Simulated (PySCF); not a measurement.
PySCF input (CCSD(T)/cc-pVDZ):

```python
from pyscf import gto, scf, mp, cc as ccmod

mol = gto.M(
    atom='''
    S    -0.00000000   -0.00000000   -0.07935692
    H     0.00000000    0.00000000    1.26971067
    ''',
    basis='cc-pvdz',
    charge=-1,
    spin=0,
    verbose=4,
)

mf = scf.RHF(mol)
mf.conv_tol = 1e-10
mf.max_cycle = 100
mf.kernel()
mp2 = mp.MP2(mf, frozen=5).run()
cc = ccmod.CCSD(mf, frozen=5)
cc.max_cycle = 100
cc.kernel()
et = cc.ccsd_t()
print(f'E(CCSD(T)) = {cc.e_tot + et:.9f}')
```

End of the output:

```
Extra cycle  E= -398.107642456758  delta_E= -1.93e-12  |g|= 5.57e-07  |ddm|= 3.08e-06
converged SCF energy = -398.107642456758

******** <class 'pyscf.mp.mp2.RMP2'> ********
nocc = 4, nmo = 18
frozen orbitals 5
E(RMP2) = -398.244913262931  E_corr = -0.137270806173283
E(SCS-RMP2) = -398.243887813377  E_corr = -0.136245356618898
E_corr(same-spin) = -0.0328610893719711
E_corr(oppo-spin) = -0.104409716801312

******** <class 'pyscf.cc.ccsd.CCSD'> ********
CC2 = 0
CCSD nocc = 4, nmo = 18
frozen orbitals 5
max_cycle = 100
direct = 0
conv_tol = 1e-07
conv_tol_normt = 1e-05
diis_space = 6
diis_start_cycle = 0
diis_start_energy_diff = 1e+09
Init t2, MP2 energy = -398.244913262123  E_corr(MP2) -0.13727080536547
Init E_corr(CCSD) = -0.137270805365628
cycle = 1  E_corr(CCSD) = -0.150919218936422  dE = -0.0136484136  norm(t1,t2) = 0.0297207
cycle = 2  E_corr(CCSD) = -0.153766443767223  dE = -0.00284722483  norm(t1,t2) = 0.00926337
cycle = 3  E_corr(CCSD) = -0.154986706709771  dE = -0.00122026294  norm(t1,t2) = 0.00349565
cycle = 4  E_corr(CCSD) = -0.154978299413082  dE = 8.40729669e-06  norm(t1,t2) = 0.000387512
cycle = 5  E_corr(CCSD) = -0.154967673228531  dE = 1.06261846e-05  norm(t1,t2) = 6.57781e-05
cycle = 6  E_corr(CCSD) = -0.154968233465162  dE = -5.60236632e-07  norm(t1,t2) = 2.11958e-05
cycle = 7  E_corr(CCSD) = -0.154968339807202  dE = -1.0634204e-07  norm(t1,t2) = 5.48875e-06
cycle = 8  E_corr(CCSD) = -0.154968302865756  dE = 3.69414462e-08  norm(t1,t2) = 1.49809e-06
CCSD converged
E(CCSD) = -398.2626107596236  E_corr = -0.1549683028657559
CCSD(T) correction = -0.0025100548195887
E(CCSD(T)) = -398.265120814
```

Whether it binds its extra electron was not tested at this geometry.
